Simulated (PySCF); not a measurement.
All values below come from B3LYP-D3(BJ)/def2-TZVP // B3LYP-D3(BJ)/def2-SVP (PySCF 2.14.0). Gas-phase values, no solvent. B3LYP has the VWN-RPA correlation part, as in Gaussian. 

Reference species (SMILES): `N` (neutral, multiplicity 1).

The dipole moment comes out as 1.78 D.

Changed species: `CO` (free base CH3OH; the reference has free base NH3).

Q: What does the change do to the dipole moment?

A: the dipole moment decreases by 0.11 D, to 1.67 D.
